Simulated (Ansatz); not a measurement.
Relaxed structures of AlH₂SO (charge -1), singlet (PBE0-D4/def2-TZVPD; forces vanish, vibrations not checked; lower isomers may exist, and structures with a doubtful reference or unclear bonds are left out; Å). Program: Ansatz 0.2.0. Basis: def2-TZVPPD. Cores are frozen in the correlated methods.

Problem. Rank them by CCSD(T) energy, lowest first, and give each one's height above the lowest. Links in brackets join atoms within 1.22 times the sum of their covalent radii (1.1 for two metals). (To be estimated.)
A.
AlH₂SO ([O][AlH][SH]), total charge -1
```
5
angstrom
O 1.1913 -1.5104 0.4072
Al 0.5874 -0.0011 0.2767
S -1.4390 0.5149 -0.6256
H -1.7203 -0.7722 -0.8896
H 1.2024 1.4307 0.7128
```
B.
AlH₂SO ([OH][AlH][S]), total charge -1
```
5
angstrom
O -1.1412 0.4542 -0.4913
Al 0.4240 0.1243 0.2125
S 1.2604 -1.7772 0.4125
H -1.5683 -0.3569 -0.7756
H 1.0252 1.5556 0.6419
```
C.
AlH₂SO ([AlH][OH][S]), total charge -1
```
5
angstrom
O 0.3415 0.0740 0.1685
Al -1.3050 0.6551 -0.5480
S 1.3495 -1.4013 0.4930
H -1.8881 -0.8409 -0.9758
H 0.8625 0.8137 0.4896
```

Solution. By the calculation: B (0.00 kcal/mol), A (29.54 kcal/mol), C (104.51 kcal/mol). Heights count from the lowest.

T1 diagnostic: at most 0.020. The restricted Hartree–Fock reference is unstable towards an unrestricted one at one or more of these structures.

For scale, one of the runs: CCSD(T)/def2-TZVPPD, 173 basis functions, launched by `ansatz run in.yaml --threads 2 --pin off --events-out ev --progress --plain --max-ram 4352MiB`. Time: 32 s of wall clock on 2 CPU threads of an Arm Neoverse V1; the host was shared. Peak host memory: 1.4 GiB.
